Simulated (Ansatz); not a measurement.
Basis-set extrapolation for CH$_{4}$ClSi (`C[SiH]Cl`) radical (PBE0-D4/def2-TZVP geometry, frozen core, Ansatz 0.2.0). Multiplicity 2, UHF reference.

```tsv
	def2-TZVPP	def2-QZVPP
HF	-788.691032	-788.714866
MP2 correlation	-0.469614	-0.508813
CCSD(T) correlation	-0.533463	not run
```

Energies in hartree. Use E(X) = E(∞) + A·exp(−7.88·√X) for Hartree–Fock and E(X) = E(∞) + B·X^(−2.97) for correlation, with X = 3 and 4, and add CCSD(T) minus MP2 of the smaller set to the MP2 limit.

Q: What is the CCSD(T) energy at the basis-set limit?

A: HF limit: -788.714866 + (-0.023834) × 0.13774 = -788.71815. MP2 limit: -0.508813 + (-0.039199) × 0.74074 = -0.53785. Higher-order term: -0.533463 − (-0.469614) = -0.06385. Total: -789.31985 hartree, 59.8 kcal/mol below CCSD(T)/def2-TZVPP.
